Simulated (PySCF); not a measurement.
# AlHO2 (SMILES [O]=[Al][OH]) at 6 levels

We compute a comparison of 6 runs (M06-2X/STO-3G, PBE/STO-3G, PBE0/STO-3G, SVWN5/STO-3G, wB97X-V/STO-3G, CCSDTQ/STO-3G) of AlHO2. 

Program for the calculation: PySCF 2.14.0.

### 1 The molecule

The species is AlHO2 (4 atoms), meant as a singlet with charge 0. SMILES: `[O]=[Al][OH]`. The shape comes from GFN2-xTB, which is rough for such elements, and wasn't checked as a minimum.

Bond lengths: O1–Al2 1.572 Å, Al2–O3 1.628 Å, O3–H4 0.949 Å. Angles: O1–Al2–O3 180.0°, Al2–O3–H4 179.6°.

### 2 A single-point energy at M06-2X/STO-3G (run 1)

The input, job.py:

```python
from pyscf import gto, dft

mol = gto.M(
    atom='''
O     -3.034579    -2.652684    -1.230590
Al    -0.895768    -0.784369    -0.361561
O      1.320446     1.150919     0.538761
H      2.609901     2.286134     1.053390
''',
    max_memory=1860,
    basis='sto-3g',
    verbose=3,
    unit='bohr',
)

ks = dft.RKS(mol, xc='m06-2x')
ks.grids.level = 5
ks.conv_tol = 1e-10
ks.kernel()
if not ks.converged:
    ks = ks.newton().run(ks.mo_coeff, ks.mo_occ)

etot = ks.e_tot
print('Final energy', etot)
```

Command:

```bash
OMP_NUM_THREADS=1 python job.py
```

Standard output:

```text
converged SCF energy = -388.380250111921
Final energy -388.3802501119208
```

Wall time 3.3 s (1 thread of Intel Xeon Platinum 8488C (Sapphire Rapids), shared host); peak memory 0.21 GiB.

### 3 A single-point energy at PBE/STO-3G (run 2)

The input, job.py:

```python
from pyscf import gto, dft

mol = gto.Mole()
mol.atom = [
    ('O', (-1.605830, -1.403740, -0.651200)),
    ('Al', (-0.474020, -0.415070, -0.191330)),
    ('O', (0.698750, 0.609040, 0.285100)),
    ('H', (1.381100, 1.209770, 0.557430)),
]
mol.basis = 'sto-3g'
mol.charge = 0
mol.max_memory = 1860
mol.spin = 0
mol.verbose = 3
mol.build()

myscf = dft.RKS(mol, xc='pbe')
myscf.grids.level = 5
myscf.conv_tol = 1e-10
myscf.kernel()
if not myscf.converged:
    myscf = myscf.newton().run(myscf.mo_coeff, myscf.mo_occ)

energy = myscf.e_tot
print('E = %.10f Eh' % energy)
```

Command:

```bash
OMP_NUM_THREADS=1 python job.py
```

Standard output:

```text
converged SCF energy = -388.084652438858
E = -388.0846524389 Eh
```

Run time: 2.6 s. Hardware: 1 thread of Intel Xeon Platinum 8488C (Sapphire Rapids), shared host; peak memory 0.21 GiB.

Runs 3 to 5 aren't shown in full; the table further down has their settings and results.

### 4 A single-point energy at CCSDTQ/STO-3G (run 6)

The input, calc.py:

```python
# [O]=[Al][OH]
from pyscf import gto, cc

mol = gto.Mole()
mol.atom = '''
O       -1.605830      -1.403740      -0.651200
Al      -0.474020      -0.415070      -0.191330
O        0.698750       0.609040       0.285100
H        1.381100       1.209770       0.557430
'''
mol.basis = 'sto-3g'
mol.spin = 0
mol.charge = 0
mol.max_memory = 1860
mol.verbose = 3
mol.build()

calc0 = mol.RHF()
calc0.conv_tol = 1e-10
calc0.kernel()
if not calc0.converged:
    calc0 = calc0.newton().run(calc0.mo_coeff, calc0.mo_occ)

mycc = cc.CCSDTQ(calc0, frozen=7)
mycc.kernel()
e_final = mycc.e_tot
print('E(%s) = %.9f' % ('CCSDTQ', e_final))
```

Command:

```bash
OMP_NUM_THREADS=1 python calc.py
```

Standard output:

```text
converged SCF energy = -387.186128439859
_make_eris_incore_RCCSDTQ
RCCSDTQ converged
E(RCCSDTQ) = -387.346539167728   E_corr = -0.1604107278693554
E_corr(same-spin) = -0.0340834290193661
E_corr(oppo-spin) = -0.126327298849989
E(CCSDTQ) = -387.346539168
```

It took 31 s on 1 thread of Intel Xeon Platinum 8488C (Sapphire Rapids), shared host; peak memory 0.16 GiB.

### 5 Overview of the runs

```tsv
run	level	nlc grid	integration grid	energy (Eh)	dipole moment (D) of the reference	HOMO energy (eV)	LUMO energy (eV)	wall time
1	M06-2X/STO-3G	–	5	-388.380250	3.33	-3.55	5.71	3.3 s
2	PBE/STO-3G	–	5	-388.084652	3.15	-0.41	3.23	2.6 s
3	PBE0/STO-3G	–	5	-388.126577	3.28	-1.97	4.40	2.5 s
4	SVWN5/STO-3G	–	5	-386.225015	3.27	-0.49	3.16	1.8 s
5	wB97X-V/STO-3G	1	5	-388.292323	3.31	-4.24	6.92	17 s
6	CCSDTQ/STO-3G	–	–	-387.346539	3.56	-6.01	9.17	31 s
```

### 6 Results

| quantity | value |
| --- | --- |
| run 6: total energy | -387.34654 Eh |
| run 6: dipole moment (Hartree–Fock density) | 3.56 D |
| run 6: HOMO energy (Hartree–Fock orbitals) | -6.01 eV |
| run 6: LUMO energy (Hartree–Fock orbitals) | 9.17 eV |
| run 6: HOMO–LUMO gap (Hartree–Fock orbitals) | 15.19 eV |
| run 6: correlation energy (7 core orbitals frozen) | -160.4 mEh |
| run 6: T1 diagnostic | 0.031 |

Over runs 1, 2, 3, 4, 5 the dipole moment (its size) runs from 3.15 D (PBE/STO-3G) to 3.33 D (M06-2X/STO-3G). Over runs 1, 2, 3, 4, 5 the HOMO–LUMO gap runs from 3.65 eV (SVWN5/STO-3G) to 11.17 eV (wB97X-V/STO-3G). Totals of different functionals can't be ranked against each other. In runs 1, 2, 3, 4, 5, 6 the basis is minimal, so the values are rough. All runs together took 58 s, the longest 31 s.
